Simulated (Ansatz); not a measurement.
# C2H2O2: the cost of one run

Method: the levels named in each step, in Ansatz 0.2.0.

## 1. The starting structure

Bond lengths: O1–C2 1.167 Å, C2–C3 1.300 Å, C3–O4 1.391 Å, C3–H5 1.081 Å, O4–H6 0.961 Å. Angles: O1–C2–C3 175.3°, C2–C3–O4 123.9°, C2–C3–H5 117.2°, O4–C3–H5 118.9°, C3–O4–H6 108.4°.

Coordinates:

```xyz
6

O     1.8081   -0.0001    0.0641
C     0.6547    0.1333   -0.0561
C    -0.6099    0.3712   -0.2442
O    -1.6312   -0.4544    0.2135
H    -0.8680    1.2661   -0.7920
H    -2.4727   -0.0637   -0.0358
```

## 2. A rough first relaxation, PBE-D4/def2-SVP

This run stands in another session on the same molecule. It ended at:

```xyz
6

O     1.7102   -0.0531    0.2810
C     0.5951    0.1653   -0.0312
C    -0.6610    0.4225   -0.4124
O    -1.6813   -0.4918   -0.1913
H    -0.8320    1.3362   -1.0114
H    -2.2501   -0.1267    0.5149
```

## 3. Relaxation, r2SCAN-D4/def2-TZVPP

Input file input.yaml:

```yaml
crystal:
  periodic: [false, false, false]
  atoms:
    - { symbol: O, position_ang: [1.7101883, -0.0530844, 0.28098975] }
    - { symbol: C, position_ang: [0.59510245, 0.16534383, -0.03124981] }
    - { symbol: C, position_ang: [-0.66104266, 0.42250114, -0.41242062] }
    - { symbol: O, position_ang: [-1.68131662, -0.49180292, -0.19128312] }
    - { symbol: H, position_ang: [-0.83200212, 1.33623689, -1.01141566] }
    - { symbol: H, position_ang: [-2.25005935, -0.12671453, 0.51487946] }
basis:
  gaussian: { orbitals: def2-TZVPP }
hamiltonian:
  xc: r2scan
  dispersion: d4
relax:
  f_tol: 0.002
  max_steps: 150
```

Run with:

```
> ansatz run input.yaml --threads 4 --pin off --max-ram 10240MiB --backend cpu --events-out ev --progress --plain --runs-dir out
```

Q: Estimate wall time and peak memory on 4 threads of Intel Xeon Platinum 8488C (Sapphire Rapids), shared host.

About 10 s, with a peak of 0.25 GiB.
